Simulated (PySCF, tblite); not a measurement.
# H5LiNSi radical, an adsorbate on a surface model (Si site with back bonds [H], [H], [H]): interaction energy, infrared bands and EPR parameters

Wanted: the interaction energy, infrared bands and EPR parameters for `N[SiH3]` with `[Li]`.

Computed with tblite 0.8.0 and PySCF 2.14.0; each step states its level. No surroundings beyond the atoms listed, unless a continuum is named. Atoms count from 0, parts from 1.

## 1. Starting point

8 atoms, charge 0, multiplicity 2; geometry: rigid parts in contact. Parts: 1 = atoms 0–6, `N[SiH3]`, charge 0; 2 = atom 7, `[Li]`, charge 0.

## 2. Bringing the parts together with GFN2-xTB

Job settings and geometry (Å):

```
{"job": {"kind": "dock", "xc": "GFN2-xTB", "basis": "xTB"}, "charge": 0, "multiplicity": 2, "parts": [{"atoms": "0-6", "charge": 0, "multiplicity": 1}, {"atoms": "7-7", "charge": 0, "multiplicity": 2}]}
Si    -0.335954    -0.537847    -0.255140
N      0.631317     0.683922     0.479834
H     -1.436339    -0.046221    -1.100326
H      0.591181    -1.309783    -1.078638
H     -0.891618    -1.299381     0.860667
H      0.221583     1.256279     1.200504
H      1.219830     1.253030    -0.106900
Li     2.486441     0.777424     2.019704
```

Method: GFN2-xTB search for minima from random contacts, gas phase.

Started as:

```console
> OMP_NUM_THREADS=1 python cluster_run.py task.json out
```

One launch serves the whole session: the jobs run in the order shown.

The log of the run:

```text
step      E/eV     max force
  0    -201.65580    0.677
  1    -201.66813    0.390
  2    -201.67438    0.223
  3    -201.67664    0.166
  4    -201.68177    0.249
  5    -201.68517    0.205
  6    -201.68913    0.238
  7    -201.69206    0.234
  8    -201.69546    0.180
  9    -201.69929    0.201
 10    -201.70313    0.154
 11    -201.70719    0.214
 12    -201.71141    0.186
 13    -201.71437    0.146
 14    -201.71610    0.123
 15    -201.71709    0.081
 16    -201.71786    0.090
 17    -201.71867    0.084
 18    -201.71923    0.057
 19    -201.71958    0.052
 20    -201.71991    0.091
 21    -201.72032    0.105
 22    -201.72065    0.070
 23    -201.72078    0.021
 24    -201.72080    0.014

distinct minima (kcal/mol above the one taken): 0.00 -2.89 -2.37
by PBE0-D3(BJ)/def2-SVP single points: 0.00 4.90 10.91
binding energy -13.296 kcal/mol
```

Run time: 6.2 s. Hardware: 1 thread of Arm Neoverse V1, shared host.

Step by step:

| step | energy from step 0 (eV) | largest force (eV/Å) |
| --- | --- | --- |
| 0 | 0.0000 | 0.6770 |
| 1 | -0.0123 | 0.3899 |
| 2 | -0.0186 | 0.2229 |
| 3 | -0.0208 | 0.1662 |
| 4 | -0.0260 | 0.2489 |
| 5 | -0.0294 | 0.2055 |
| 6 | -0.0333 | 0.2379 |
| 7 | -0.0363 | 0.2340 |
| 8 | -0.0397 | 0.1802 |
| 9 | -0.0435 | 0.2013 |
| 10 | -0.0473 | 0.1538 |
| 11 | -0.0514 | 0.2142 |
| 12 | -0.0556 | 0.1859 |
| 13 | -0.0586 | 0.1464 |
| 14 | -0.0603 | 0.1224 |
| 15 | -0.0613 | 0.0806 |
| 16 | -0.0621 | 0.0902 |
| 17 | -0.0629 | 0.0845 |
| 18 | -0.0634 | 0.0579 |
| 19 | -0.0638 | 0.0525 |
| 20 | -0.0641 | 0.0913 |
| 21 | -0.0645 | 0.1045 |
| 22 | -0.0649 | 0.0699 |
| 23 | -0.0650 | 0.0211 |
| 24 | -0.0650 | 0.0139 |

Close pairs (by a distance rule), those that changed most:

| bond | before (Å) | after (Å) | change (Å) |
| --- | --- | --- | --- |
| N1–Li7 | 2.413 | 2.082 | -0.330 |
| Si0–N1 | 1.723 | 1.759 | +0.036 |
| N1–H5 | 1.007 | 1.021 | +0.014 |
| N1–H6 | 1.007 | 1.020 | +0.012 |
| Si0–H2 | 1.472 | 1.465 | -0.007 |
| Si0–H3 | 1.461 | 1.459 | -0.002 |
| Si0–H4 | 1.461 | 1.460 | -0.001 |

Bonds that formed: N1–Li7.

Contacts between the parts in the structure taken on (a selection, picked against the atoms' radii; other short pairs can be missing):

| atoms | distance (Å) | kind (by distance and angle) | angle (°) |
| --- | --- | --- | --- |
| N1···Li7 | 2.08 | bonding distance | – |
| H5···Li7 | 2.26 | inside the van der Waals sum | – |
| H6···Li7 | 2.33 | inside the van der Waals sum | – |

Minima and a leading contact of each: 0.00 kcal/mol, N1···Li7 2.08 Å (bond); -2.89 kcal/mol, N1···Li7 2.16 Å (bond); -2.37 kcal/mol, N1···Li7 2.13 Å (bond).

## 3. Optimising the geometry at PBE0-D3(BJ)/def2-SVPD

Job settings and geometry (Å):

```
{"job": {"xc": "PBE0", "basis": "def2-SVPD", "d3": "d3bj", "grid": 2, "kind": "geom", "shake": 0.01}, "charge": 0, "multiplicity": 2, "parts": [{"atoms": "0-6", "charge": 0, "multiplicity": 1}, {"atoms": "7-7", "charge": 0, "multiplicity": 2}]}
Si    -0.292061    -0.586893    -0.234149
N      0.692292     0.651265     0.529021
H     -1.388045     0.049824    -1.057021
H      0.661102    -1.315969    -1.061048
H     -0.861864    -1.308942     0.884053
H      0.202180     1.264405     1.189468
H      1.209244     1.257068    -0.119657
Li     2.309670     0.738113     1.861137
```

The log of the run:

```text
step   0  E = -354.42181336  max force = 0.016641
step   1  E = -354.42682584  max force = 0.006451
step   2  E = -354.42721485  max force = 0.004651
step   3  E = -354.42773194  max force = 0.003793
step   4  E = -354.42784261  max force = 0.002650
step   5  E = -354.42798348  max force = 0.001172
step   6  E = -354.42800314  max force = 0.000916
step   7  E = -354.42802040  max force = 0.000255
step   8  E = -354.42802216  max force = 0.000096
optimisation converged
```

It took 47 s on 1 thread of Arm Neoverse V1, shared host; peak memory 0.44 GiB.

Along the way:

| step | energy from step 0 (eV) | largest force component (eV/Å) |
| --- | --- | --- |
| 0 | 0.0000 | 0.8557 |
| 1 | -0.1364 | 0.3317 |
| 2 | -0.1470 | 0.2392 |
| 3 | -0.1611 | 0.1950 |
| 4 | -0.1641 | 0.1363 |
| 5 | -0.1679 | 0.0603 |
| 6 | -0.1684 | 0.0471 |
| 7 | -0.1689 | 0.0131 |
| 8 | -0.1690 | 0.0049 |

Close pairs (by a distance rule), those that changed most:

| bond | before (Å) | after (Å) | change (Å) |
| --- | --- | --- | --- |
| N1–Li7 | 2.097 | 2.019 | -0.078 |
| Si0–H4 | 1.448 | 1.488 | +0.040 |
| Si0–N1 | 1.756 | 1.793 | +0.037 |
| Si0–H3 | 1.457 | 1.487 | +0.030 |
| Si0–H2 | 1.511 | 1.493 | -0.018 |
| N1–H6 | 1.027 | 1.023 | -0.004 |
| N1–H5 | 1.026 | 1.023 | -0.003 |

The end geometry stands in the next job.

| at the end point | value |
| --- | --- |
| point group (found at 0.08 Å tolerance) | Cs |
| rotational constants (GHz, main isotopes) | 27.011, 6.375, 5.665 |
| dipole moment (D) | 3.90 |
| ⟨S²⟩ | 0.750 |

Contacts at the end point (a selection, picked against the atoms' radii; other short pairs can be missing):

| atoms | distance (Å) | kind (by distance and angle) | angle (°) |
| --- | --- | --- | --- |
| N1···Li7 | 2.02 | bonding distance | – |
| H6···Li7 | 2.48 | inside the van der Waals sum | – |
| H5···Li7 | 2.48 | inside the van der Waals sum | – |

Against the parts relaxed at this level the binding energy is -13.51 kcal/mol, without counterpoise.

## 4. Counterpoise and decomposition: wB97M-D3(BJ)/def2-TZVPD

Job settings and geometry (Å):

```
{"job": {"kind": "inter", "xc": "wB97M-D3(BJ)", "basis": "def2-TZVPD", "pairs": false}, "charge": 0, "multiplicity": 2, "parts": [{"atoms": "0-6", "charge": 0, "multiplicity": 1}, {"atoms": "7-7", "charge": 0, "multiplicity": 2}]}
Si    -0.232589    -0.531103    -0.184373
N      0.697776     0.815162     0.549063
H     -1.336598    -0.017748    -1.048432
H      0.726701    -1.327871    -0.995264
H     -0.790511    -1.334368     0.936604
H      0.111388     1.427751     1.121852
H      1.133058     1.416372    -0.155488
Li     2.223281     0.300662     1.767853
```

Level: wB97M-D3(BJ)/def2-TZVPD interaction energy, counterpoise and uncorrected, gas phase.

The log of the run:

```text
part 1, own basis, geometry of the cluster
coarse grid: 23896 points
cycle   1  E = -347.3167272640  dE = -1.975e-01  |g| = 3.469e-01  |ddm| = 1.763e+00
cycle   2  E = -347.3248052923  dE = -8.078e-03  |g| = 3.285e-01  |ddm| = 4.233e-01
cycle   3  E = -347.3458984267  dE = -2.109e-02  |g| = 3.092e-02  |ddm| = 1.797e-01
cycle   4  E = -347.3461582426  dE = -2.598e-04  |g| = 7.998e-03  |ddm| = 3.705e-02
cycle   5  E = -347.3461805158  dE = -2.227e-05  |g| = 1.480e-03  |ddm| = 1.504e-02
cycle   6  E = -347.3461815153  dE = -9.995e-07  |g| = 3.746e-04  |ddm| = 4.094e-03
final grid: 49784 points
cycle   7  E = -347.3461491979  dE = -9.868e-08  |g| = 1.555e-04  |ddm| = 2.001e-03
cycle   8  E = -347.3461492104  dE = -1.249e-08  |g| = 1.235e-04  |ddm| = 5.439e-04
cycle   9  E = -347.3461492141  dE = -3.706e-09  |g| = 3.409e-05  |ddm| = 9.719e-05
cycle  10  E = -347.3461492151  dE = -9.911e-10  |g| = 1.043e-05  |ddm| = 1.562e-04
converged SCF energy = -347.3461492151

part 2, own basis, geometry of the cluster
coarse grid: 5088 points
cycle   1  E = -7.4835591813  dE = -3.953e-02  |g| = 3.200e-02  |ddm| = 4.908e-01
cycle   2  E = -7.4854028920  dE = -1.844e-03  |g| = 3.548e-03  |ddm| = 2.333e-01
cycle   3  E = -7.4854149389  dE = -1.205e-05  |g| = 4.495e-04  |ddm| = 1.752e-02
cycle   4  E = -7.4854152781  dE = -3.392e-07  |g| = 6.814e-05  |ddm| = 3.254e-03
final grid: 10848 points
cycle   5  E = -7.4854210202  dE = -5.155e-08  |g| = 4.531e-05  |ddm| = 1.175e-03
cycle   6  E = -7.4854210216  dE = -1.408e-09  |g| = 7.390e-06  |ddm| = 1.572e-04
cycle   7  E = -7.4854210216  dE = -5.383e-11  |g| = 1.374e-06  |ddm| = 3.857e-05
converged SCF energy = -7.4854210216

part 1, own basis, relaxed alone
coarse grid: 23896 points
cycle   1  E = -347.3222095660  dE = -1.520e-01  |g| = 3.380e-01  |ddm| = 1.758e+00
cycle   2  E = -347.3299966775  dE = -7.787e-03  |g| = 3.131e-01  |ddm| = 3.533e-01
cycle   3  E = -347.3487560993  dE = -1.876e-02  |g| = 2.742e-02  |ddm| = 1.534e-01
cycle   4  E = -347.3489925492  dE = -2.364e-04  |g| = 7.953e-03  |ddm| = 3.497e-02
cycle   5  E = -347.3490114338  dE = -1.888e-05  |g| = 1.393e-03  |ddm| = 1.251e-02
cycle   6  E = -347.3490125065  dE = -1.073e-06  |g| = 3.508e-04  |ddm| = 3.797e-03
final grid: 49784 points
cycle   7  E = -347.3489853804  dE = -8.084e-08  |g| = 1.607e-04  |ddm| = 1.754e-03
cycle   8  E = -347.3489853894  dE = -8.996e-09  |g| = 1.365e-04  |ddm| = 3.849e-04
cycle   9  E = -347.3489853933  dE = -3.914e-09  |g| = 2.671e-05  |ddm| = 8.104e-05
cycle  10  E = -347.3489853939  dE = -6.032e-10  |g| = 9.466e-06  |ddm| = 9.189e-05
converged SCF energy = -347.3489853939

part 2, own basis, relaxed alone: E = -7.4854210216 (as before)

cluster
final grid: 60632 points
cycle   1  E = -354.8448060014  dE = -2.431e-02  |g| = 3.646e-02  |ddm| = 9.606e-01
cycle   2  E = -354.8473421821  dE = -2.536e-03  |g| = 1.676e-02  |ddm| = 2.429e-01
cycle   3  E = -354.8477273598  dE = -3.852e-04  |g| = 8.628e-03  |ddm| = 1.587e-01
cycle   4  E = -354.8478488720  dE = -1.215e-04  |g| = 4.053e-03  |ddm| = 8.303e-02
cycle   5  E = -354.8478672105  dE = -1.834e-05  |g| = 7.695e-04  |ddm| = 2.702e-02
cycle   6  E = -354.8478704845  dE = -3.274e-06  |g| = 3.416e-04  |ddm| = 2.881e-02
cycle   7  E = -354.8478713062  dE = -8.217e-07  |g| = 1.637e-04  |ddm| = 1.885e-02
cycle   8  E = -354.8478715386  dE = -2.323e-07  |g| = 4.912e-05  |ddm| = 1.304e-02
cycle   9  E = -354.8478715554  dE = -1.678e-08  |g| = 1.591e-05  |ddm| = 2.478e-03
cycle  10  E = -354.8478715569  dE = -1.553e-09  |g| = 5.827e-06  |ddm| = 3.589e-04
cycle  11  E = -354.8478715571  dE = -2.373e-10  |g| = 2.098e-06  |ddm| = 1.056e-04
converged SCF energy = -354.8478715571

part 1 in the basis of the cluster
final grid: 60632 points
cycle   1  E = -347.3462662980  dE = -1.169e-04  |g| = 2.248e-03  |ddm| = 5.486e-01
cycle   2  E = -347.3462706421  dE = -4.344e-06  |g| = 5.076e-04  |ddm| = 8.604e-02
cycle   3  E = -347.3462709126  dE = -2.705e-07  |g| = 2.899e-04  |ddm| = 1.785e-02
cycle   4  E = -347.3462709318  dE = -1.921e-08  |g| = 4.742e-05  |ddm| = 5.194e-04
cycle   5  E = -347.3462709337  dE = -1.907e-09  |g| = 5.809e-06  |ddm| = 1.834e-04
cycle   6  E = -347.3462709337  dE = -2.893e-11  |g| = 2.094e-06  |ddm| = 2.833e-05
converged SCF energy = -347.3462709337

part 2 in the basis of the cluster
final grid: 60632 points
cycle   1  E = -4.5115765442  dE =  2.974e+00  |g| = 1.129e+00  |ddm| = 3.890e+02
cycle   2  E = -7.3653277836  dE = -2.854e+00  |g| = 6.256e-01  |ddm| = 3.891e+02
cycle   3  E = -7.4703490996  dE = -1.050e-01  |g| = 1.614e-01  |ddm| = 4.370e+00
cycle   4  E = -7.4853115306  dE = -1.496e-02  |g| = 2.979e-02  |ddm| = 1.534e+00
cycle   5  E = -7.4862680243  dE = -9.565e-04  |g| = 1.021e-02  |ddm| = 4.416e-01
cycle   6  E = -7.4863287047  dE = -6.068e-05  |g| = 4.068e-03  |ddm| = 1.056e-01
cycle   7  E = -7.4863464537  dE = -1.775e-05  |g| = 1.004e-03  |ddm| = 7.236e-02
cycle   8  E = -7.4863516936  dE = -5.240e-06  |g| = 4.752e-04  |ddm| = 2.518e-02
cycle   9  E = -7.4863530671  dE = -1.373e-06  |g| = 2.129e-04  |ddm| = 6.256e-03
cycle  10  E = -7.4863531924  dE = -1.254e-07  |g| = 5.325e-05  |ddm| = 2.818e-03
cycle  11  E = -7.4863532020  dE = -9.582e-09  |g| = 1.484e-05  |ddm| = 2.317e-03
cycle  12  E = -7.4863532027  dE = -7.565e-10  |g| = 3.456e-06  |ddm| = 8.917e-04
converged SCF energy = -7.4863532027

Interaction energy (kcal/mol)
  counterpoise      -10.673
  uncorrected       -11.335
  dispersion part    -1.105
  deformation         1.760
  binding            -8.914

Decomposition of the uncorrected value (kcal/mol)
  electrostatic     -50.970
  Pauli              57.919
  orbital           -17.179
  dispersion         -1.105

Charge of each part in the cluster: 0.112 -0.112
```

It took 49 s on 1 thread of Arm Neoverse V1, shared host; peak memory 0.54 GiB.

Contacts at this geometry (a selection, picked against the atoms' radii; other short pairs can be missing):

| atoms | distance (Å) | kind (by distance and angle) | angle (°) |
| --- | --- | --- | --- |
| N1···Li7 | 2.02 | bonding distance | – |
| H6···Li7 | 2.48 | inside the van der Waals sum | – |
| H5···Li7 | 2.48 | inside the van der Waals sum | – |

The decomposition goes in steps from the parts' own densities: electrostatics between them unchanged, then the rise on making their orbitals orthogonal (called Pauli here; it holds the exchange-correlation between the parts too, so it can be small or negative at long range), then orbital relaxation, then the dispersion term. Charges of the parts share the cluster's density out in proportion to the parts' own densities.

The SCF energies in the log hold no dispersion term; the tabulated energies do.

The parts:

| part | SMILES | deformation (kcal/mol) | HOMO alone (eV) | charge in the cluster (e) |
| --- | --- | --- | --- | --- |
| 1 | N[SiH3] | 1.76 | -9.84 | 0.112 |
| 2 | [Li] | 0.00 | -4.86 | -0.112 |

## 5. Interaction energy: PBE0-D3(BJ)/def2-TZVPD

Job settings and geometry (Å):

```
{"job": {"kind": "inter", "xc": "PBE0", "basis": "def2-TZVPD", "disp": "d3bj"}, "charge": 0, "multiplicity": 2, "parts": [{"atoms": "0-6", "charge": 0, "multiplicity": 1}, {"atoms": "7-7", "charge": 0, "multiplicity": 2}]}
Si    -0.232589    -0.531103    -0.184373
N      0.697776     0.815162     0.549063
H     -1.336598    -0.017748    -1.048432
H      0.726701    -1.327871    -0.995264
H     -0.790511    -1.334368     0.936604
H      0.111388     1.427751     1.121852
H      1.133058     1.416372    -0.155488
Li     2.223281     0.300662     1.767853
```

Method: PBE0-D3(BJ)/def2-TZVPD interaction energy, counterpoise and uncorrected, gas phase.

The log of the run:

```text
part 1, own basis, geometry of the cluster
coarse grid: 5792 points
cycle   1  E = -347.0763505386  dE = -1.636e-01  |g| = 3.949e-01  |ddm| = 1.749e+00
cycle   2  E = -347.0347261699  dE =  4.162e-02  |g| = 5.847e-01  |ddm| = 5.921e-01
cycle   3  E = -347.1095285552  dE = -7.480e-02  |g| = 3.292e-02  |ddm| = 3.577e-01
cycle   4  E = -347.1097687122  dE = -2.402e-04  |g| = 5.505e-03  |ddm| = 2.855e-02
cycle   5  E = -347.1097748212  dE = -6.109e-06  |g| = 7.108e-04  |ddm| = 5.643e-03
final grid: 49784 points
cycle   6  E = -347.1049237987  dE = -1.321e-05  |g| = 5.426e-03  |ddm| = 2.343e-02
cycle   7  E = -347.1049163925  dE =  7.406e-06  |g| = 8.036e-03  |ddm| = 7.469e-03
cycle   8  E = -347.1049296303  dE = -1.324e-05  |g| = 2.942e-04  |ddm| = 4.533e-03
cycle   9  E = -347.1049296497  dE = -1.948e-08  |g| = 5.079e-05  |ddm| = 2.516e-04
cycle  10  E = -347.1049296504  dE = -6.779e-10  |g| = 1.300e-05  |ddm| = 5.885e-05
converged SCF energy = -347.1049296504

part 2, own basis, geometry of the cluster
coarse grid: 1080 points
cycle   1  E = -7.4658575099  dE = -2.260e-02  |g| = 1.323e-02  |ddm| = 4.625e-01
cycle   2  E = -7.4665088178  dE = -6.513e-04  |g| = 3.899e-03  |ddm| = 1.525e-01
cycle   3  E = -7.4665496082  dE = -4.079e-05  |g| = 8.459e-04  |ddm| = 3.962e-02
cycle   4  E = -7.4665518802  dE = -2.272e-06  |g| = 3.444e-05  |ddm| = 1.246e-02
final grid: 10848 points
cycle   5  E = -7.4670530792  dE = -1.454e-05  |g| = 6.731e-04  |ddm| = 2.034e-02
cycle   6  E = -7.4670536243  dE = -5.451e-07  |g| = 1.043e-04  |ddm| = 4.311e-03
cycle   7  E = -7.4670536494  dE = -2.508e-08  |g| = 2.359e-05  |ddm| = 9.590e-04
cycle   8  E = -7.4670536507  dE = -1.351e-09  |g| = 4.122e-07  |ddm| = 2.819e-04
cycle   9  E = -7.4670536507  dE = -9.326e-14  |g| = 1.528e-08  |ddm| = 1.664e-06
converged SCF energy = -7.4670536507

part 1, own basis, relaxed alone
coarse grid: 5792 points
cycle   1  E = -347.0791315390  dE = -1.234e-01  |g| = 4.003e-01  |ddm| = 1.781e+00
cycle   2  E = -347.0427863995  dE =  3.635e-02  |g| = 5.696e-01  |ddm| = 5.009e-01
cycle   3  E = -347.1121329063  dE = -6.935e-02  |g| = 3.320e-02  |ddm| = 3.055e-01
cycle   4  E = -347.1123877105  dE = -2.548e-04  |g| = 5.334e-03  |ddm| = 2.670e-02
cycle   5  E = -347.1123933869  dE = -5.676e-06  |g| = 8.128e-04  |ddm| = 5.442e-03
final grid: 49784 points
cycle   6  E = -347.1077536277  dE = -1.237e-05  |g| = 5.384e-03  |ddm| = 2.508e-02
cycle   7  E = -347.1077473175  dE =  6.310e-06  |g| = 7.695e-03  |ddm| = 6.260e-03
cycle   8  E = -347.1077592294  dE = -1.191e-05  |g| = 3.161e-04  |ddm| = 3.866e-03
cycle   9  E = -347.1077592508  dE = -2.131e-08  |g| = 6.176e-05  |ddm| = 2.763e-04
cycle  10  E = -347.1077592516  dE = -8.712e-10  |g| = 1.540e-05  |ddm| = 6.647e-05
converged SCF energy = -347.1077592516

part 2, own basis, relaxed alone: E = -7.4670536507 (as before)

cluster
final grid: 60632 points
cycle   1  E = -354.5905481260  dE = -2.627e-02  |g| = 3.387e-02  |ddm| = 5.809e-01
cycle   2  E = -354.5918257139  dE = -1.278e-03  |g| = 2.372e-02  |ddm| = 2.003e-01
cycle   3  E = -354.5921588521  dE = -3.331e-04  |g| = 4.087e-03  |ddm| = 3.001e-02
cycle   4  E = -354.5921791757  dE = -2.032e-05  |g| = 4.156e-03  |ddm| = 3.042e-02
cycle   5  E = -354.5921885460  dE = -9.370e-06  |g| = 7.355e-04  |ddm| = 1.200e-02
cycle   6  E = -354.5921889456  dE = -3.997e-07  |g| = 1.775e-04  |ddm| = 4.276e-03
cycle   7  E = -354.5921889876  dE = -4.191e-08  |g| = 5.163e-05  |ddm| = 2.546e-03
cycle   8  E = -354.5921889913  dE = -3.729e-09  |g| = 1.798e-05  |ddm| = 7.726e-04
cycle   9  E = -354.5921889917  dE = -4.378e-10  |g| = 4.349e-06  |ddm| = 2.110e-04
converged SCF energy = -354.5921889917

part 1 in the basis of the cluster
final grid: 60632 points
cycle   1  E = -347.1050354378  dE = -1.041e-04  |g| = 9.083e-04  |ddm| = 5.536e-01
cycle   2  E = -347.1050360204  dE = -5.825e-07  |g| = 4.711e-04  |ddm| = 3.141e-02
cycle   3  E = -347.1050360346  dE = -1.423e-08  |g| = 4.281e-04  |ddm| = 1.599e-03
cycle   4  E = -347.1050360734  dE = -3.881e-08  |g| = 9.662e-06  |ddm| = 6.571e-04
cycle   5  E = -347.1050360734  dE = -2.126e-11  |g| = 3.742e-06  |ddm| = 1.665e-05
converged SCF energy = -347.1050360734

part 2 in the basis of the cluster
final grid: 60632 points
cycle   1  E = -7.4670953627  dE = -4.229e-05  |g| = 3.928e-04  |ddm| = 8.138e-02
cycle   2  E = -7.4670954803  dE = -1.176e-07  |g| = 4.531e-05  |ddm| = 4.785e-03
cycle   3  E = -7.4670954836  dE = -3.304e-09  |g| = 5.754e-06  |ddm| = 7.761e-04
cycle   4  E = -7.4670954837  dE = -1.314e-10  |g| = 1.085e-06  |ddm| = 1.450e-04
converged SCF energy = -7.4670954837

Interaction energy (kcal/mol)
  counterpoise      -13.563
  uncorrected       -13.655
  dispersion part    -0.976
  deformation         1.767
  binding           -11.796

Decomposition of the uncorrected value (kcal/mol)
  electrostatic     -50.796
  Pauli              55.632
  orbital           -17.515
  dispersion         -0.976

Charge of each part in the cluster: 0.117 -0.117
```

It took 14 s on 1 thread of Arm Neoverse V1, shared host; peak memory 0.54 GiB.

In short: -13.56 kcal/mol with counterpoise, basis-set superposition error 0.09.

[end of part 1 of 2]
